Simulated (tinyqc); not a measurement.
Worked calculation: RKS/BP86 in the sto-6g basis, for LiH, spin multiplicity 1. Computed by tinyqc, a small Python program that keeps every step (integrals from PySCF). Settings: charge = 0, multiplicity = 1, basis = sto-6g, energy threshold = 1e-09, iteration cap = 51, orthogonalisation = canonical, start = core, DIIS depth = 0, method = RKS, functional = b88,p86, grid = [30, 86]. Command: `OMP_NUM_THREADS=1 python tinyqc.py 20495 20496 out.jsonl` (the two numbers bound the seeds that draw the settings). One thread of a shared host (Intel(R) Xeon(R) Processor @ 2.60GHz), about 1 s of CPU time with the checks.

Geometry (angstrom):

| atom | x | y | z |
|---|---|---|---|
| Li | 0.000000 | 0.000000 | 0.000000 |
| H | 0.000000 | 0.000000 | 2.221000 |

Stop when the energy changes by less than 1e-09 hartree and every element of the error matrix X^T (F D S - S D F) X is below 9e-06.

Course of the cycle:

| iteration | E (hartree) | change | largest element of the error matrix |
|---|---|---|---|
| 1 | -7.94400224 | - | 1.70e-01 |
| 2 | -7.93320126 | 1.08e-02 | 2.37e-01 |
| 3 | -7.68272935 | 2.50e-01 | 2.13e-01 |
| 4 | -7.78492238 | -1.02e-01 | 3.33e-01 |
| 5 | -7.46337170 | 3.22e-01 | 1.94e-01 |
| 6 | -7.77856877 | -3.15e-01 | 3.25e-01 |
| 7 | -7.46096504 | 3.18e-01 | 1.93e-01 |
| 8 | -7.77873049 | -3.18e-01 | 3.25e-01 |
| 9 | -7.46108088 | 3.18e-01 | 1.93e-01 |
| 10 | -7.77873335 | -3.18e-01 | 3.25e-01 |
| 11 | -7.46108169 | 3.18e-01 | 1.93e-01 |
| 12 | -7.77873325 | -3.18e-01 | 3.25e-01 |
| 13 | -7.46108163 | 3.18e-01 | 1.93e-01 |
| 14 | -7.77873325 | -3.18e-01 | 3.25e-01 |
| ... | ... | ... | ... |
| 38 | -7.77873325 | -3.18e-01 | 3.25e-01 |
| 39 | -7.46108163 | 3.18e-01 | 1.93e-01 |
| 40 | -7.77873325 | -3.18e-01 | 3.25e-01 |
| 41 | -7.46108163 | 3.18e-01 | 1.93e-01 |
| 42 | -7.77873325 | -3.18e-01 | 3.25e-01 |
| 43 | -7.46108163 | 3.18e-01 | 1.93e-01 |
| 44 | -7.77873325 | -3.18e-01 | 3.25e-01 |
| 45 | -7.46108163 | 3.18e-01 | 1.93e-01 |
| 46 | -7.77873325 | -3.18e-01 | 3.25e-01 |
| 47 | -7.46108163 | 3.18e-01 | 1.93e-01 |
| 48 | -7.77873325 | -3.18e-01 | 3.25e-01 |
| 49 | -7.46108163 | 3.18e-01 | 1.93e-01 |
| 50 | -7.77873325 | -3.18e-01 | 3.25e-01 |
| 51 | -7.46108163 | 3.18e-01 | 1.93e-01 |

Can the last value be used, and what does the course show?

Not by the stop rule. Not converged within the cap of 51 iterations: the residual has stopped falling: the iteration swings between two states. Reruns (cap 100 unless said): DIIS 8: converged in 8; damping 0.5: converged in 28; level shift 0.5: converged in 39; atomic densities as start, DIIS 8: converged in 10; the original settings with a cap of 400: not converged. PySCF RKS in the same basis, fine grid = -7.99677340 hartree, which differs from a converged run on this coarse grid by the grid error.
